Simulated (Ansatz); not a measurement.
Relaxed structures of CH5MgN, closed shell (PBE0-D4/def2-TZVP; forces vanish, vibrations not checked; lower isomers may exist, and structures with a doubtful reference or unclear bonds are left out; Å). Ansatz 0.2.0; basis: def2-TZVPP; cores frozen in the correlated methods. The outer core shell of Li, Na, Mg and K is correlated. The def2 sets are not built for correlating such inner shells, so the correlated values are less sure here.

Task: Rank them by CCSD(T) energy, lowest first, and give each one's height above the lowest. Links in brackets join atoms within 1.22 times the sum of their covalent radii (1.1 for two metals). (Judge from chemistry; the value comes from the calculation.)
A.
CH₅MgN ([CH3][NH][MgH])
```
8
angstrom
C -0.5922 0.7240 -0.6250
N 0.5670 0.0330 -0.1028
Mg 0.6702 -1.3336 1.2039
H -0.7301 0.5855 -1.7076
H -1.5086 0.3530 -0.1521
H -0.5716 1.8084 -0.4411
H 1.4002 0.3889 -0.5508
H 0.7649 -2.5592 2.3755
```
B.
CH₅MgN ([CH2][NH][MgH2])
```
8
angstrom
C -0.2387 0.6605 -0.3684
N 0.6891 -0.1970 -0.4190
Mg 0.9400 -1.6382 1.2067
H -0.4094 1.4021 -1.1507
H 2.2766 -2.6785 0.8658
H -0.8936 0.6506 0.5033
H 1.2644 -0.1353 -1.2560
H -0.3855 -1.0845 2.1926
```
C.
CH₅MgN ([CH3][Mg][NH2])
```
8
angstrom
C -1.2205 1.0178 -0.8302
N 1.7094 -1.0845 0.8338
Mg 0.3142 -0.0821 0.0407
H -1.2620 0.8701 -1.9139
H -2.1990 0.7334 -0.4298
H -1.1017 2.0916 -0.6544
H 2.6963 -1.0014 0.6385
H 1.6102 -1.8056 1.5331
```

Result: The calculation gives: C (0.000 eV), A (0.815 eV), B (1.625 eV). Heights count from the lowest.

T1 diagnostic: at most 0.011.

For scale, one of the runs: CCSD(T)/def2-TZVPP, 164 basis functions, launched by `ansatz run in.yaml --threads 2 --pin off --events-out ev --progress --plain --max-ram 4352MiB`. Hardware: 2 CPU threads of an Arm Neoverse V1, shared host. Wall time 35 s; peak host memory 1.4 GiB.
